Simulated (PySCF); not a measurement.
**The bond of NaS, level by level**

An exercise on one series of results from a longer session: the logs are not shown, and one member is left open.

Computed with PySCF 2.14.0. Level: Na aug-pcseg-1, S aug-pcseg-1, no relativity.

The first run:

The job is set up so:

```
atoms                         : Na, S
charge                        : 0
basis                         : Na aug-pcseg-1, S aug-pcseg-1
Hamiltonian                   : no relativity
basis functions               : 41
electrons treated             : 27
masses in u                   : 22.9898, 31.9721
levels                        : PBE0, PBE, r²SCAN, M06-2X, r²SCANh, M06, LC-ωPBE, HF, MP2, SCS-MP2, CCSD, CCSD(T)
grid                          : 80 radial by 434 angular points
occupations                   : held fixed by the projection of orbital angular momentum
dissociation limit            : Na + S, each in its ground configuration
starting distance in angstrom : 2.560
values of 2S to try           : 1, 3
```

On the command line:

```console
OMP_NUM_THREADS=1 python dia.py task.json out
```

Among the steps run: Set-up; The PBE0 curve of the state that the search chose; Excited determinants; PBE (GGA); r²SCAN; M06-2X (hybrid meta-GGA); r²SCANh (hybrid meta-GGA); M06 (hybrid meta-GGA); LC-ωPBE (range-separated hybrid); UHF (mean field); Adding correlation.

One table of the session follows, with a row left open; its other results are not shown here.

Energy (eV) from each level's lowest point:

| R (Å) | UHF | UHF-MP2 | UHF-SCS-MP2 | UHF-CCSD | UHF-CCSD(T) |
| --- | --- | --- | --- | --- | --- |
| 2.160 | 0.590 | 0.606 | 0.606 | n/a | n/a |
| 2.261 | 0.276 | 0.291 | 0.292 | 0.293 | 0.299 |
| 2.361 | 0.097 | 0.108 | 0.109 | 0.110 | 0.114 |
| 2.437 | 0.028 | 0.035 | 0.035 | 0.036 | 0.039 |
| 2.512 | ? | ? | ? | ? | ? |
| 2.587 | 0.004 | 0.000 | 0.000 | 0.000 | 0.000 |
| 2.688 | 0.047 | 0.034 | 0.034 | 0.033 | 0.031 |
| 2.813 | 0.143 | 0.118 | 0.118 | 0.116 | 0.111 |
| 2.964 | 0.295 | 0.256 | 0.256 | 0.253 | 0.245 |
| 3.165 | 0.530 | 0.474 | 0.473 | n/a | n/a |

**Question.** Estimate the row for R (Å) = 2.512.

Worked estimate for «UHF». A straight line through the neighbours (2.437, 0.028) and (2.587, 0.004) gives 0.028 + (0.004 − 0.028) × (2.512 − 2.437) / (2.587 − 2.437) = 0.016; a parabola fitted to 4 rows on both sides gives 0.001.

**Answer.** UHF: 0.000; UHF-MP2: 0.002; UHF-SCS-MP2: 0.002; UHF-CCSD: 0.002; UHF-CCSD(T): 0.004. In «UHF» the line misses by +0.016 and the parabola by +0.001.
